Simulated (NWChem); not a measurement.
# HLi in NWChem

```
Li
H 1 1.5976
```
Charge 0, spin multiplicity 1.

All runs are NWChem calculations. Structure: optimised with PBE0/def2-SVP, a minimum by its harmonic frequencies.

The structure started from a generated list of species. No SCF solution was tested for a lower state.

Worked example. At TPSS/def2-TZVP the parent has a total energy of -8.08103 Ha and the doublet with one electron less, at the same geometry, -7.77999 Ha. The vertical ionisation energy is their difference.

ΔE = -7.77999 − (-8.08103) = 0.30104 Ha. Times 27.2114 eV/Ha this is 8.19 eV, or 790 kJ/mol; λ = 1239.84/8.19 = 151.4 nm. No relaxation of the ion's geometry and no zero-point term enter.
